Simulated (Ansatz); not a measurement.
**C₂H₂S: one structure at several levels**

The task here is to estimate one member of a computed series from the others.

The runs use Ansatz 0.2.0, Gaussian basis; single points in def2-TZVPP.

Correlated methods freeze the cores.

### Where the work starts

SMILES `C=C=S`, 5 atoms, charge 0, spin multiplicity 1.

Atoms are counted from 1 here; the program's logs count them from 0.

Bond lengths: C1–C2 1.340 Å, C1–H4 1.005 Å, C1–H5 1.060 Å, C2–S3 1.534 Å. Angles: C2–C1–H4 121.6°, C2–C1–H5 122.6°, H4–C1–H5 114.9°, C1–C2–S3 177.3°.

Coordinates:

```mol
C2H2S
  3D, bonds by distance, orders not assigned

  5  4  0  0  0  0  0  0  0  0999 V2000
    0.5372   -0.2174    0.1307 C   0  0
   -0.6652    0.3350   -0.0796 C   0  0
   -2.0298    1.0106   -0.2620 S   0  0
    1.3437    0.0591   -0.4016 H   0  0
    0.7447   -0.8302    0.9698 H   0  0
  1  2  8  0
  1  4  8  0
  1  5  8  0
  2  3  8  0
M  END
```

The first run:

Contents of run/in.yaml:

```yaml
crystal:
  periodic: [false, false, false]
  atoms:
    - {symbol: C, position_ang: [0.537200, -0.217400, 0.130700]}
    - {symbol: C, position_ang: [-0.665200, 0.335000, -0.079600]}
    - {symbol: S, position_ang: [-2.029800, 1.010600, -0.262000]}
    - {symbol: H, position_ang: [1.343700, 0.059100, -0.401600]}
    - {symbol: H, position_ang: [0.744700, -0.830200, 0.969800]}
basis:
  gaussian: {orbitals: def2-TZVPP}
correlation: {method: ccsd_t}
output: {forces: true}
```

No record of the launch command was kept for these runs.

Steps of the session up to this table: CCSD(T)/def2-TZVPP; PBE0-D4/def2-TZVPP; wB97M-V/def2-TZVPP; r2SCAN-D4/def2-TZVPP; PBE-D4/def2-TZVPP; r2SCAN0-D4/def2-TZVPP; BLYP-D4/def2-TZVPP.

One of the session's tables, all rows but one given; the rest of the session is left out.

| method | RMS force component (eV/Å) | angle to CCSD(T) forces (°) | dipole (D) |
| --- | --- | --- | --- |
| CCSD(T) | 1.516 | reference | 0.71 |
| PBE0-D4 | 1.650 | 10.2 | 0.81 |
| wB97M-V | 1.620 | 9.7 | 0.76 |
| r2SCAN-D4 | 1.621 | 8.4 | 0.81 |
| PBE-D4 | ? | ? | ? |
| r2SCAN0-D4 | 1.632 | 13.0 | 0.85 |
| BLYP-D4 | 1.619 | 3.5 | 0.69 |

Q: Estimate the row for PBE-D4 from the others.

**Answer.** RMS force component (eV/Å): 1.660; angle to CCSD(T) forces (°): 5.0; dipole (D): 0.72. In the column «RMS force component (eV/Å)» it is the highest.
